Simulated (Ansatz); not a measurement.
Born–Oppenheimer molecular dynamics of C$_{2}$HF$_{2}$NS (7 atoms, charge 0, multiplicity 1). It starts at the highest image of a converged band. Of that band: Neighbouring images differ by up to 1.7 eV, so the band resolves the path poorly. A vibrational analysis at the climbing image gives one clearly imaginary mode, 1760i cm⁻¹: a first-order saddle point.

The calculation used Ansatz 0.2.0, UKS B3LYP/def2-SVP.

```
ensemble                      : NVE (velocity Verlet)
time step                     : 0.5 fs
steps asked                   : 200
starting velocities drawn for : 100 K
seed                          : 9611
```

First frame:

```xyz
7
Properties=species:S:1:pos:R:3
F 1.388 -0.684 0.784
C 0.122 -0.614 0.384
F -0.419 -1.821 0.481
N -0.011 -0.018 -0.957
C -0.634 1.129 -0.600
S -0.847 0.821 1.146
H 0.461 1.120 -1.284
```

**Question.** How far do the bonds stretch over the last three quarters of this one trajectory? (Pairs bonded in most of those frames.)

**Answer.** 
```tsv
bond	mean (Å)	spread (Å)	shortest	longest
F1–C2	1.327	0.028	1.27	1.38
C2–F3	1.335	0.012	1.31	1.35
C2–N4	1.481	0.074	1.34	1.60
C2–S6	1.920	0.054	1.81	2.00
N4–C5	1.310	0.048	1.22	1.38
C5–S6	1.818	0.046	1.74	1.92
C5–H7	1.202	0.116	0.95	1.44
```

Mean temperature of the second half: 2501 K. The conserved energy stayed within 1.6 meV per atom of its start (net change -0.71 meV per atom), so the integration is sound. The kinetic energy rose, since the run started high on the potential surface and went downhill. A run of 0.1 ps of so small a system gives no equilibrium averages. The orbitals stay closed-shell, which can raise the energy where a bond breaks towards radicals; this wasn't checked here.

Run time: 4 min on 2 threads of AMD EPYC 9R45 96-Core Processor (Zen 5), on a shared host, peak memory 0.29 GiB.
